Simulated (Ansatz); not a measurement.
# C2Cl2F2: the cost of one run

The runs use Ansatz 0.2.0; RKS r2SCAN-D4/def2-SVP.

**1. The starting structure**

SMILES `FC(F)=C(Cl)Cl`, 6 atoms, charge 0, spin multiplicity 1.

Atoms are counted from 1 here; the program's logs count them from 0.

Bond lengths: F1–C2 1.320 Å, C2–F3 1.320 Å, C2–C4 1.352 Å, C4–Cl5 1.726 Å, C4–Cl6 1.726 Å. Angles: F1–C2–F3 112.3°, F1–C2–C4 123.8°, F3–C2–C4 123.8°, C2–C4–Cl5 120.8°, C2–C4–Cl6 120.8°, Cl5–C4–Cl6 118.5°.

Geometry (Å):

```xyz
6
charge 0, multiplicity 1
F     1.09899   -1.43643   -0.33677
C     0.12574   -0.70368    0.17056
F    -0.60686   -1.37489    1.03905
C    -0.09561    0.58805   -0.16170
Cl    0.91404    1.38973   -1.30976
Cl   -1.39431    1.47331    0.55232
```

This geometry comes from a loose relaxation at PBE in a small basis, which is not shown.

**3. Plan of the scan**

First coordinate, angle F1–C2–C4: 11 values from 88.9 to 158.9 °. Second coordinate, dihedral F1–C2–C4–Cl5: 12 values from −180 to 150 °, periodic.

Nothing else is relaxed (all other coordinates rigid). Energies count from the relaxed molecule at the same level. Points are written as (first, second).

(The set-up runs are not shown.)

**4. The run at (144.9°, 150°)**

The input, input.yaml:

```yaml
crystal:
  periodic: [false, false, false]
  atoms:
    - { symbol: F, position_ang: [0.886711, -1.744698, -0.039928] }
    - { symbol: C, position_ang: [0.124997, -0.699306, 0.169426] }
    - { symbol: F, position_ang: [-0.601646, -1.366737, 1.031638] }
    - { symbol: C, position_ang: [-0.094863, 0.58375, -0.160631] }
    - { symbol: Cl, position_ang: [-1.683293, 1.241828, -0.119137] }
    - { symbol: Cl, position_ang: [1.205887, 1.60447, -0.633996] }
basis:
  gaussian: { orbitals: def2-SVP }
hamiltonian:
  xc: r2scan
  dispersion: d4
output:
  forces: true
```

On the command line:

```bash
> ansatz run input.yaml --threads 1 --pin off --max-ram 2560MiB --backend cpu --events-out ev --progress --plain --runs-dir out
```

**Question.** How long does this run take on 1 thread of Arm Neoverse V1, shared host, and how much memory does it need?

About 5.6 s, with a peak of 0.14 GiB.
